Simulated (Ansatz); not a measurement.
# Structure relaxation of RbGeBi

The calculation used Ansatz, DFT PBE, scalar-relativistic, plane waves, PAW. Cutoff 420 eV, Γ-centred k mesh, Gaussian smearing, no spin polarisation in the final step.

The start puts RbGeBi on the sites of a reported CrCoGe cell (P6_3/mmc, No. 194), with Rb in place of Cr, Ge in place of Co, Bi in place of Ge, at a guessed volume.

```xyz
6
Lattice="5.4160 0.0000 0.0000 -2.7080 4.6904 0.0000 0.0000 0.0000 6.8097" Properties=species:S:1:pos:R:3 pbc="T T T"
Rb    0.0000    0.0000    0.0000
Rb    0.0000    0.0000    3.4048
Ge    0.0000    3.1269    1.7024
Ge    2.7080    1.5635    5.1072
Bi    0.0000    3.1269    5.1072
Bi    2.7080    1.5635    1.7024
```

Cell and atoms relax at zero pressure; the relaxation can't lower the symmetry of the start.

Formation energies are uncorrected and refer to the elements' standard structures at the same level.

Q: Which crystal results?

A: It keeps P6_3/mmc (No. 194). Conventional cell: a = 5.556 Å, c = 7.213 Å. Rb is coordinated by 2 Rb at 3.61 Å, 6 Bi at 3.68 Å and 6 Ge at 3.68 Å; around Ge lie 3 Bi at 3.21 Å, 2 Bi at 3.61 Å and 6 Rb at 3.68 Å; Bi has 3 Ge at 3.21 Å, 2 Ge at 3.61 Å and 6 Rb at 3.68 Å.

```xyz
6
Lattice="5.5557 0.0000 0.0000 -2.7779 4.8114 0.0000 0.0000 0.0000 7.2127" Properties=species:S:1:pos:R:3 pbc="T T T"
Rb    0.0000    0.0000    0.0000
Rb    0.0000    0.0000    3.6063
Ge    0.0000    3.2076    1.8032
Ge    2.7779    1.6038    5.4095
Bi    0.0000    3.2076    5.4095
Bi    2.7779    1.6038    1.8032
```

Q: What are its volume, energy, density and gap?

A: The volume per atom is 32.13 Å³, the density is 6.32 g/cm³ and the energy over the elements is 0.03 eV/atom. The gap on the 12×12×6 mesh is 0 eV (a metal).

The final run used a 12×12×6 mesh on its 6-atom cell and 0.10 eV smearing. For metals, differences of a few meV/atom aren't resolved. Spin–orbit coupling is left out. A structure relaxed within its symmetry needn't be a true minimum. The steps took about 5 core-minutes in all.